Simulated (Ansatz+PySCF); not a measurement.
The numbers below are computed, except where a source is named.
Input for Ansatz (development build ahead of 0.2.0):

```yaml
crystal:
  periodic: [false, false, false]
  atoms:
    - { symbol: C, position_ang: [0.0, 0.0, 0.0] }
    - { symbol: Mg, position_ang: [1.08417, 1.44556, 3.12974] }
basis:
  gaussian: { orbitals: STO-3G }
total_charge: 1
magnetization:
  initial_magnetization: 3
hamiltonian:
  xc: hf
correlation:
  method: fci
  frozen_orbitals: { C: 1, Mg: 1 }
```

The input is written out in the form of the current development build from the run's settings.

The run gave:

```json
{
 "Converged": "yes",
 "Total energy": "-234.20591 hartree",
 "State": "lowest quartet root, of any spatial symmetry"
}
```
